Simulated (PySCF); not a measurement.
Simulated outer-valence photoelectron spectrum of 1-chloro-1-propene(Z) (`Cl/C=C\C`). Method used: EOM-IP-CCSD/aug-cc-pVDZ in PySCF, restricted Hartree–Fock reference, frozen core, non-relativistic, gas phase, PBE0-D3(BJ)/def2-SVP geometry.

Each root has a Gaussian of 0.8 eV full width with its one-hole share as area; cross sections and vibrations are left out, and the highest printed point is 100.

(ionisation energy (eV), intensity): (8.4, 0), (8.6, 2), (8.8, 7), (9.0, 19), (9.2, 36), (9.4, 50), (9.6, 49), (9.8, 34), (10.0, 16), (10.2, 6), (10.4, 3), (10.6, 6), (10.8, 17), (11.0, 34), (11.2, 49), (11.4, 49), (11.6, 35), (11.8, 20), (12.0, 16), (12.2, 29), (12.4, 58), (12.6, 89), (12.8, 100), (13.0, 87), (13.2, 67), (13.4, 58), (13.6, 57), (13.8, 50), (14.0, 38), (14.2, 37), (14.4, 56), (14.6, 84), (14.8, 98), (15.0, 84), (15.2, 52), (15.4, 23), (15.6, 8), (15.8, 3), (16.0, 6), (16.2, 17), (16.4, 34), (16.6, 48), (16.8, 48), (17.0, 34), (17.2, 17), (17.4, 6), (17.6, 1), (17.8, 0)

Where are the maxima, and how many lines lie under the curve?

5 maxima, at 9.5, 11.3, 12.8, 14.8 and 16.7 eV, from 8 lines. At this width some lines have no maximum of their own.

List the lines with their holes.

```json
{"E (eV)": "9.48", "leading hole (HF orbital)": "HOMO", "area": "0.96", "Koopmans (eV)": "9.67"}
{"E (eV)": "11.30", "leading hole (HF orbital)": "HOMO-1", "area": "0.96", "Koopmans (eV)": "12.22"}
{"E (eV)": "12.67", "leading hole (HF orbital)": "HOMO-2", "area": "0.94", "Koopmans (eV)": "13.61"}
{"E (eV)": "12.86", "leading hole (HF orbital)": "HOMO-3", "area": "0.96", "Koopmans (eV)": "13.86"}
{"E (eV)": "13.65", "leading hole (HF orbital)": "HOMO-4", "area": "0.95", "Koopmans (eV)": "14.78"}
{"E (eV)": "14.71", "leading hole (HF orbital)": "HOMO-5", "area": "0.95", "Koopmans (eV)": "15.72"}
{"E (eV)": "14.89", "leading hole (HF orbital)": "HOMO-6", "area": "0.95", "Koopmans (eV)": "16.13"}
{"E (eV)": "16.70", "leading hole (HF orbital)": "HOMO-7", "area": "0.94", "Koopmans (eV)": "18.34"}
```

The widest gap, 1.82 eV, lies between 9.48 and 11.30 eV. Only orbitals with −ε under 21 eV, eight at most, were ionised, so the high end of the curve may lack lines.
